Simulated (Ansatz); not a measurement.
Cost and result for the atomization energy of BClHO (`O[B]Cl`) radical (4 atoms, 3 bonds).

Cartesian coordinates in Å:
```
O 0.7024 0.3870 -0.1530
B -0.5322 -0.1151 -0.0880
Cl -0.9858 -1.3105 1.0917
H 0.8157 1.0386 -0.8506
```

Total charge 0; spin multiplicity 2. Geometry: relaxed with PBE0-D4/def2-TZVP. It is one conformer, not always the lowest. Program: Ansatz. Hardware: A = 2 threads of an AMD EPYC 7R13 on a shared host; B = 2 threads of an AMD EPYC 7R13 on a shared host and a share of an NVIDIA H100 80 GB. Times are those of one run each, without the atoms' runs, and a repeat can differ threefold. Electronic energies, without spin–orbit coupling; frozen cores. CCSD(T)/CBS extrapolates def2-TZVPP and def2-QZVPP, and its time is that of the two runs behind it. T1 = 0.015; ⟨S²⟩ of the reference is 0.75. B3LYP takes the VWN-RPA correlation (the form of Gaussian; ORCA's B3LYP/G).

CCSD(T)/CBS is a level of theory with its own doubt, some kJ/mol a heavy atom from the limit and from the frozen cores, so smaller differences don't rank the functionals.

```json
{"level": "ωB97M-V/def2-TZVPP (with forces) [A]", "functions": "118", "atomization (kJ/mol)": "1434.2", "difference from CCSD(T)/CBS": "13.0", "per bond": "4.3"}
{"level": "B3LYP-D4/def2-TZVPP (with forces) [A]", "functions": "118", "atomization (kJ/mol)": "1425.6", "difference from CCSD(T)/CBS": "4.4", "per bond": "1.5"}
{"level": "PBE0-D4/def2-TZVPP [A]", "functions": "118", "atomization (kJ/mol)": "1445.5", "difference from CCSD(T)/CBS": "24.3", "per bond": "8.1"}
{"level": "CCSD(T)/CBS(def2)", "functions": "–", "atomization (kJ/mol)": "1421.2", "difference from CCSD(T)/CBS": "0.0", "per bond": "0.0"}
{"level": "r2SCAN-D4/def2-TZVPP (with forces) [A]", "functions": "118", "atomization (kJ/mol)": "1466.2", "difference from CCSD(T)/CBS": "45.0", "per bond": "15.0"}
{"level": "B2PLYP/def2-TZVPP [A]", "functions": "118", "atomization (kJ/mol)": "1417.7", "difference from CCSD(T)/CBS": "-3.5", "per bond": "-1.2"}
{"level": "CCSD(T)/def2-QZVPP [B]", "functions": "214", "atomization (kJ/mol)": "1403.8", "difference from CCSD(T)/CBS": "-17.4", "per bond": "-5.8"}
{"level": "PBE-D4/def2-TZVPP (with forces) [A]", "functions": "118", "atomization (kJ/mol)": "1491.1", "difference from CCSD(T)/CBS": "69.9", "per bond": "23.3"}
{"level": "ωB97X-V/def2-TZVPP [A]", "functions": "118", "atomization (kJ/mol)": "1424.8", "difference from CCSD(T)/CBS": "3.6", "per bond": "1.2"}
{"level": "CCSD(T)/def2-TZVPP [A]", "functions": "118", "atomization (kJ/mol)": "1378.3", "difference from CCSD(T)/CBS": "-42.9", "per bond": "-14.3"}
```

Problem. Order the runs by time, with rough figures. (Best estimate.)

Solution. The calculation gave: PBE-D4/def2-TZVPP (with forces) [A] 1.2 s; PBE0-D4/def2-TZVPP [A] 1.2 s; B3LYP-D4/def2-TZVPP (with forces) [A] 1.4 s; B2PLYP/def2-TZVPP [A] 2 s; r2SCAN-D4/def2-TZVPP (with forces) [A] 2.2 s; CCSD(T)/def2-QZVPP [B] 2.6 s; ωB97X-V/def2-TZVPP [A] 2.8 s; ωB97M-V/def2-TZVPP (with forces) [A] 4.1 s; CCSD(T)/def2-TZVPP [A] 13 s; CCSD(T)/CBS(def2) 15 s.

From PBE to PBE0 (25 % exact exchange), in def2-TZVPP and without D4, the atomization energy moves by −44.7 kJ/mol: exact exchange takes away binding that semilocal exchange gives to molecules. The D4 term adds +9.2 kJ/mol with B3LYP and +4.6 kJ/mol with PBE0; it sums over pairs of atoms, weighted by their polarisabilities, and B3LYP, whose exchange is more repulsive, gets the larger term. In def2-TZVPP, CCSD(T) changes the Hartree–Fock value by +337.7 kJ/mol (the triples alone add +29.8 kJ/mol) and MP2 by +409.5 kJ/mol; breaking electron pairs costs correlation energy, which Hartree–Fock lacks.
